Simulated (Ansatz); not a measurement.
**[H···H···CH2], triplet along the distance H1-H2**

All five atoms lie in one plane.

Starting geometry:

| atom | x (Å) | y (Å) | z (Å) |
| --- | --- | --- | --- |
| H | -1.9595 | 0.0000 | 0.0000 |
| H | -1.2145 | 0.0000 | 0.0000 |
| C | 0.1685 | 0.0000 | 0.0000 |
| H | 0.5830 | 0.0000 | 0.9962 |
| H | 0.5830 | 0.0000 | -0.9962 |

From there H2 is moved from one fragment to the other while all else, the fragments' distance too, stays fixed; atoms are numbered as listed. Energies are in eV, counted from the starting geometry at the same level. Kohn–Sham curves are unrestricted where that lies lower.

Basis cc-pVTZ; Ansatz 0.2.0. Correlated methods freeze the noble-gas cores. R marks a restricted (for open shells ROHF) determinant, U an unrestricted one.

Full CI isn't at hand for all of this; UCCSDT(Q) serves as the reference, and is uncertain by about the last step of the cluster series.

| distance H1-H2 (Å) | UCCSDT(Q) | PBE | r2SCAN | PBE0 | B3LYP | wB97M-V | B2PLYP | RPA-PBE |
| --- | --- | --- | --- | --- | --- | --- | --- | --- |
| 0.745 | 0.000 | 0.000 | 0.000 | 0.000 | 0.000 | 0.000 | 0.000 | 0.000 |
| 0.787 | -0.062 | -0.093 | -0.083 | -0.083 | -0.076 | -0.067 | -0.071 | -0.066 |
| 0.871 | -0.147 | -0.210 | -0.193 | -0.193 | -0.174 | -0.155 | -0.169 | -0.152 |
| 0.954 | -0.215 | -0.267 | -0.259 | -0.261 | -0.232 | -0.212 | -0.240 | -0.212 |
| 1.038 | -0.229 | -0.238 | -0.250 | -0.255 | -0.220 | -0.208 | -0.251 | -0.213 |

(1) Judged by the spread of the error over the points with a reference (largest less smallest), which of these follows UCCSDT(Q) best and which worst?

## Answers

(1) Subtracting the UCCSDT(Q) column from each: best RPA-PBE (errors from -0.005 to 0.016, spread 0.021 eV), worst PBE (from -0.063 to 0.000, spread 0.063 eV). Functionals and wave-function methods converge differently with the basis, so part of this is basis effect.
